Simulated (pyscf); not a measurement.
PH (SMILES [PH]) [triplet] + GaH₃ (SMILES [GaH3]) → :P–GaH₂ (SMILES [P][GaH2]) [triplet] + H₂ (SMILES [H][H]) (four-centre exchange; triplet surface; H–P, Ga–H broken, Ga–P, H–H formed). PySCF, gas phase, ωB97X-D3(BJ)/def2-SVP geometries. Energies in kcal/mol from the separated reactants.

```tsv
level	barrier	reaction energy
r²SCAN/def2-TZVP	12.6	-9.0
B3LYP-D3(BJ)/def2-TZVP	18.2	-8.3
PBE0-D3(BJ)/def2-TZVP	14.3	-8.7
M06-2X/def2-TZVP	___	-9.6
ωB97M-D3(BJ)/def2-TZVP	___	___
HF/def2-TZVP	43.0	-1.5
```

Complete the blanks.


- M06-2X/def2-TZVP, barrier: 19.3
- ωB97M-D3(BJ)/def2-TZVP, barrier: 21.6
- ωB97M-D3(BJ)/def2-TZVP, reaction energy: -6.6

The functionals in the table span 9.0 kcal/mol in this barrier, from r²SCAN to ωB97M-D3(BJ)/def2-TZVP. On the reactant side the descent ends in a complex, 5.1 kcal/mol under the separated species and 22.8 kcal/mol under the saddle at ωB97X-D3(BJ)/def2-TZVP. At the saddle there is also a short Ga–H contact that neither side keeps. At ωB97X-D3(BJ)/def2-TZVP the barrier from the zero used here is 17.7 kcal/mol. The same reactants have a lower exit, to PH₂• + GaH₂• (barrier +6.3 kcal/mol at ωB97M-D3(BJ)/def2-TZVP, against +21.6 kcal/mol here). :P–GaH₂ [triplet] lies 45.6 kcal/mol over its isomer H₂P–Ga [singlet] (electronic energy, ωB97M-D3(BJ)/def2-TZVP). This is the saddle that the search found; another between the same sides may lie lower. Elements up to Kr have no core potential and no relativistic terms here.
